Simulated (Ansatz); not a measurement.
Input for Ansatz (development build ahead of 0.2.0):

```yaml
crystal:
  periodic: [false, false, false]
  atoms:
    - { symbol: S, position_ang: [-0.03953, 0.07299, -0.02226] }
    - { symbol: O, position_ang: [1.39161, 0.01001, 0.04232] }
    - { symbol: O, position_ang: [-0.72243, 1.2548, -0.03989] }
    - { symbol: O, position_ang: [-0.69026, -1.28559, 0.03339] }
basis:
  gaussian: { orbitals: "6-31G" }
hamiltonian:
  xc: hf
correlation:
  method: mp2
  frozen_orbitals: { O: 1, S: 5 }
```

The input is written out in the form of the current development build from the run's settings.

The run gave:

```json
{
 "Converged": "yes",
 "Reference energy": "-621.55856 hartree",
 "Correlation energy": "-0.48984 hartree",
 "Total energy": "-622.04840 hartree",
 "Spin squared of the determinant": "0.000"
}
```

Caution: no unrestricted run beside it, a lower state can exist.
